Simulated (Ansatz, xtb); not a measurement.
# Relative energy of two isomers of C2H5NS

We compare I, `N/C=C\S`, a singlet, with II, `C=C(N)S`, a singlet. Both are isolated molecules in the gas phase, relaxed with B3LYP/def2-SVP; the shapes shown needn't be the lowest conformers.

I (Å):

```xyz
9

C    -1.3197   -0.6853    0.2033
C    -1.0536   -1.5536    1.2061
N    -1.0473    0.6572    0.1872
S    -0.4413   -1.0040    2.7876
H    -1.5936    1.2440   -0.4308
H    -0.8115    1.0684    1.0873
H    -1.7547   -1.0759   -0.7244
H    -1.2662   -2.6164    1.0779
H     0.8949   -1.0721    2.5415
```

II (Å):

```yaml
atoms:
  - { symbol: C, position_ang: [-1.6228, 0.2110, 0.2893] }
  - { symbol: C, position_ang: [-0.9171, -0.6226, 1.0770] }
  - { symbol: N, position_ang: [-0.8981, -2.0080, 0.9766] }
  - { symbol: S, position_ang: [0.0371, -0.0843, 2.5006] }
  - { symbol: H, position_ang: [-1.7269, 1.2700, 0.5238] }
  - { symbol: H, position_ang: [-2.1367, -0.1715, -0.5971] }
  - { symbol: H, position_ang: [-1.4158, -2.3875, 0.1896] }
  - { symbol: H, position_ang: [0.0120, -2.4436, 1.0994] }
  - { symbol: H, position_ang: [0.3310, 1.1436, 2.0206] }
```

Energies in hartree; the thermal terms are from B3LYP/def2-SVP harmonic frequencies (ideal gas, rigid rotor, one conformer each, 298.15 K, 1 atm) and include the zero-point energy:

|  | I | II |
| --- | --- | --- |
| E, CCSD(T)/def2-TZVP | −531.436373 | −531.433593 |
| zero-point energy | 0.068688 | 0.068108 |
| H(298 K) − E | 0.074894 | 0.074243 |
| G(298 K) − E | 0.040648 | 0.040331 |

Work out ΔE, ΔE₀, ΔH and ΔG for I → II in kcal/mol (1 Eh = 627.51 kcal/mol) and the equilibrium ratio [II]/[I].

1. ΔE = −531.433593 − (−531.436373) = +0.002780 Eh = +1.74 kcal/mol.
2. ΔE₀ = ΔE + ΔZPE = +0.002780 + (−0.000580) Eh = +1.38 kcal/mol.
3. ΔH = ΔE + (−0.000651) Eh = +1.34 kcal/mol.
4. ΔG = ΔE + (−0.000317) Eh = +1.55 kcal/mol, so ΔS = (ΔH − ΔG)/T = −2.9 J/(mol K).
5. kT = 0.9442 mEh, so K = [II]/[I] = exp(−ΔG/kT) = exp(−2.61) ≈ 0.074.

Structure I is favoured at this temperature. An error of 1 kcal/mol in ΔG would change K by a factor of 5.4. Mirror images and further conformers aren't counted.

As drawn, both hold the same kinds of bond in the same numbers.

Other levels gave ΔE = +3.1 (B3LYP/def2-SVP); +2.8 (HF/def2-TZVP); +1.7 (MP2/def2-TZVP) kcal/mol. The correlated steps freeze 8 core orbitals. Programs: Ansatz 0.2.0.
